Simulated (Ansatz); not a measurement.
**AlCl3, singlet: the ladder up to RCCSDT(Q)**

Geometry: displaced at random from a stationary point.

```
atom    x (Å)    y (Å)    z (Å)
  Al   0.0687   0.0253  -0.0097
  Cl   1.9735   0.0467   0.0054
  Cl  -1.0658   1.7871  -0.0100
  Cl  -0.9600  -1.8530   0.0121
```

Basis cc-pVDZ; Ansatz 0.2.0. Only valence electrons are correlated (noble-gas cores frozen), which leaves 24 electrons in 52 orbitals. R marks a restricted (for open shells ROHF) determinant. Active spaces: frontier = (8e, 8o) about the gap.

Full CI isn't at hand for all of this; RCCSDT(Q) serves as the reference, and is uncertain by about the last step of the cluster series.

- UHF ⟨S²⟩: 0.000
- T1 diagnostic (RCCSD): 0.0089
- largest doubles amplitude (RCCSD): 0.024

| level | E − E(RHF) (eV) |
| --- | --- |
| RMP2 | -12.3080 |
| RCCSD | -13.2746 |
| RCCSD(T) | -13.5474 |

(1) Estimate how far RCCSDT(Q) in cc-pVDZ lies from RCCSD(T). The table doesn't fix it; the size of (T) and the diagnostics are the guide.

(1) RCCSDT(Q) in cc-pVDZ lies 4.7 kJ/mol below RCCSD(T), which is 18 % of the (T) step (-26.3 kJ/mol). The diagnostics are small and the rest is a small part of (T), but (T) is large here. The miss exceeds 1 kcal/mol.

The other levels:

```tsv
level	E − E(RCCSDT(Q)) (kJ/mol)	share of correlation (%)	wall time
CISD	202.2	84.59	16 s
BCCD(T)	4.6	99.65	2.8 s
RCCSDT	2.7	99.79	–
```

The correlation energy at RCCSDT(Q), counted from RHF, is -13.596 eV. That run took 4.7 min on 1 thread of Arm Neoverse V1, shared host.

Run but not shown, since their state or frozen core can't be matched to the reference's or they repeat it: CASSCF (frontier space), NEVPT2 (frontier space).

Times hold each run's SCF and search for its determinant on a shared host, so for small cases they say little of a method's own cost; they ran on 1 thread of Arm Neoverse V1.
